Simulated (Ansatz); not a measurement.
TlInSe2 (I4/mcm, No. 140) was calculated with LDA (plane waves, PAW; Ansatz, an electronic-structure program).

Run with plane-wave cutoff 520 eV, 8×8×8 k mesh, Fermi–Dirac smearing 0.01 eV, scalar-relativistic PAW data made under PBE.

Computed at the level's own relaxed cell.

Question: Estimate the band gap, direct gap at Γ, lattice constant a and c axis length that the calculation returns.

Answer: 
- band gap: 0.22 eV
- direct gap at Γ: 2.65 eV
- lattice constant a: 7.859 Å
- c axis length: 6.725 Å

Measured, for comparison: band gap 1.12 eV (temperature not stated, no zero-point or thermal correction, thermal gap; as tabulated in arXiv:0804.1639).

Note: the volume lies 7 % below that of the published cell.

Spin–orbit coupling is not included; it can close the smallest gap of 0.22 eV.
